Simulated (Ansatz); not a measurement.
**BCl+ (doublet): from Hartree-Fock to the top rungs at distance B1–Cl2 = 1.283 Å, 6-31G**

Aim: climb from Hartree-Fock through coupled cluster and multireference methods for BCl+ (doublet) at one geometry and basis, and see what each rung misses.

Program: Ansatz 0.2.0, Gaussian basis. Level of theory: 6-31G, core rule «outside noble gas», up to 6 orbitals frozen. These are calculated values, not measurements.

To be run: UHF; CCSD(T) on ROHF; CCSD(T) on UHF; BCCD(T) on ROHF; CISD; CCSDT(Q) on ROHF; CCSDT(Q) on UHF; CISDTQ; CCSDTQ on ROHF; CCSDTQ on UHF; CASSCF and MRCISD+Q, 3 electrons in 3 orbitals; CASSCF and NEVPT2, 3 electrons in 3 orbitals; CASSCF and MRCISD+Q, 9 electrons in 8 orbitals; CASSCF and NEVPT2, 9 electrons in 8 orbitals; Full CI.

14 further runs of the same task are left out: 14 that didn't finish.

### 1 What is computed

The geometry derives from a PBE0/def2-TZVP stationary point (not a proven minimum). One bond is set to the value named and the two fragments are kept rigid.

2 atoms, charge 1, spin multiplicity 2.

Atoms are counted from 1 here; the program's logs count them from 0.

Bond lengths: B1–Cl2 1.283 Å.

Geometry (Å):

```
B     0.0000    0.0000    0.0000
Cl    0.0000    0.0000    1.2830
```

### 2 UHF

The input, in.yaml:

```yaml
crystal:
  periodic: [false, false, false]
  atoms:
    - {symbol: B, position_ang: [0.000000, 0.000000, 0.000000]}
    - {symbol: Cl, position_ang: [0.000000, 0.000000, 1.283000]}
basis:
  gaussian: {orbitals: 6-31G}
total_charge: 1
magnetization: {spin_polarized: true, initial_magnetization: 1}
hamiltonian: {xc: hf}
output: {orbitals: {seedname: orbitals}}
```

Started as:

```bash
$ ansatz run in.yaml --threads 1 --pin off --events-out ev --progress --plain --max-ram 2393MiB
```

Further steps of the session: CCSD(T) on ROHF; CCSD(T) on UHF; BCCD(T) on ROHF; CISD; CCSDT(Q) on ROHF; CCSDT(Q) on UHF; CISDTQ; CCSDTQ on ROHF; CCSDTQ on UHF; CASSCF and MRCISD+Q, 3 electrons in 3 orbitals; CASSCF and NEVPT2, 3 electrons in 3 orbitals; CASSCF and MRCISD+Q, 9 electrons in 8 orbitals; CASSCF and NEVPT2, 9 electrons in 8 orbitals; Full CI.

Q: Predict the results of all the runs planned. Wanted: FCI below the RHF energy; RMP2 from FCI; UMP2 from FCI; RCCSD from FCI; RCCSD(T) from FCI; UCCSD(T) from FCI; RCCSDT(Q) from FCI; UCCSDT(Q) from FCI; NEVPT2 pair from FCI.

**Answer**, as computed:

| quantity | value |
| --- | --- |
| FCI below the RHF energy | -2.3935 eV |
| RMP2 from FCI | +383.0 meV |
| UMP2 from FCI | +355.9 meV |
| RCCSD from FCI | +88.0 meV |
| RCCSD(T) from FCI | +7.5 meV |
| UCCSD(T) from FCI | +8.7 meV |
| RCCSDT(Q) from FCI | +0.5 meV |
| UCCSDT(Q) from FCI | -1.2 meV |
| NEVPT2 pair from FCI | +258.8 meV |
| MRCISD+Q pair from FCI | +26.3 meV |
| NEVPT2 valence from FCI | +197.5 meV |
| levels within 1 kcal/mol (43 meV) | RCCSD(T), UCCSD(T), BCCD(T), RCCSDT, UCCSDT, CISDTQ, RCCSDT(Q), UCCSDT(Q), RCCSDTQ, UCCSDTQ, MRCISD+Q pair, MRCISD valence, MRCISD+Q valence |
| T1 diagnostic | 0.025 |
| effectively unpaired electrons | 1.02 |

RCCSD(T) lands +7.5 meV from the yardstick (0.3 % of the correlation energy). RCCSDT, UCCSDT fall below full CI: unrestricted runs freeze a spin-polarised core, another one than full CI's, and coupled cluster isn't variational. One determinant dominates. Of the multireference levels listed MRCISD+Q valence comes nearest in total energy (+4.4 meV), which doesn't show that its space is the better one. These misses are within one basis, not against nature; the frozen cores of restricted and unrestricted runs differ, which can shift their rows.
